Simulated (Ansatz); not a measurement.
Results of PBEsol (PAW; Ansatz, a first-principles code) for rock-salt MgS.

Settings: plane-wave cutoff 520 eV, 12×12×12 k mesh, perturbation theory, force constants from a 4×4×4 q mesh, scalar-relativistic PAW data made under PBE.

Computed at the level's own relaxed cell.

```yaml
crystal:
  lattice:
    - [0.00000, 2.59093, 2.59093]
    - [2.59093, 0.00000, 2.59093]
    - [2.59093, 2.59093, 0.00000]
  atoms:
    - { symbol: Mg, position: [0.00000, 0.00000, 0.00000] }
    - { symbol: S, position: [0.50000, 0.50000, 0.50000] }
```

Harmonic phonon frequencies (cm⁻¹; i marks an imaginary mode; at Γ without the LO shift):

| q point | frequencies |
|---|---|
| Γ | (withheld) |

What belongs in the gaps?


- Γ, frequencies: 0 0 0 243 243 243

With the long-range field the LO mode at Γ lies at 397 cm⁻¹.

Measured, for comparison: zone-centre TO phonon frequency 240 cm⁻¹ (temperature not stated, no zero-point or thermal correction; as tabulated in Chmeruk and Núñez-Valdez (2023), arXiv:2212.11645). Computed (rounded) less measured: zone-centre TO phonon frequency +1 %.
